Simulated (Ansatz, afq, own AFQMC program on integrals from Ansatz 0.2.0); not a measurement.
## Where AFQMC and coupled cluster stand for SiNH₂, quartet

```xyz
4

Si    0.0669   -0.2510    1.6608
N    -0.1985    0.4297   -3.2319
H     0.3231    1.0356    2.3777
H     0.5719   -0.0122   -3.7426
```

Connectivity, by distances: SiH ··· NH.

Basis cc-pVDZ. Noble-gas cores (and the filled d shells of Ga–Kr and In–Xe) are frozen. Ansatz 0.2.0 and our own AFQMC program on the same integrals; the CISD trial comes from CCSD amplitudes, and released means the phaseless constraint is let go. ± is one standard error of the sampling.

Determinant: ROHF, the one that the program's search chose, which needn't be the lowest solution. The geometry is a point of a scan.

No full CI on the walks' own integrals is used here; CCSDT(Q) serves as the reference and is uncertain by about the last step of the cluster series.

Cautions: lower spins were not checked.

- T1 diagnostic: 0.0191
- weight of the determinant in the CISD state: 0.884
- size of the correlated space: 11 electrons in 36 orbitals

```csv
level,correlation energy (eV)
MP2,-4.8862
CCSD,-6.0622
CCSD(T),-6.1520
```

(1) Estimate where phaseless AFQMC with a CISD trial lies against CCSD(T) on the same integrals.

(1) 0.02 ± 0.30 mEh below CCSD(T). The gap is under twice the noise, so this walk alone can't tell the two apart.

Reference: CCSDT(Q), correlation energy -6.179 eV. The released energy is read at 1.62 1/Eh, later times being too noisy (meV from the phaseless value at times in 1/Eh: -10 ± 12 at 0.24, -12 ± 9 at 0.51, -23 ± 8 at 0.99, -20 ± 14 at 1.62, -4 ± 17 at 2.40).

| level | E − E(reference) (mEh) | share of correlation (%) |
| --- | --- | --- |
| CCSD(T) | 0.99 | 99.57 |
| CCSDT | 0.16 | 99.93 |
| ph-AFQMC/CISD | 0.96 ± 0.30 | 99.58 |
| released AFQMC | 0.23 ± 0.50 | 99.90 |

Released energies are given only where the last usable release times agree within the noise; a slower fall can still hide under it.
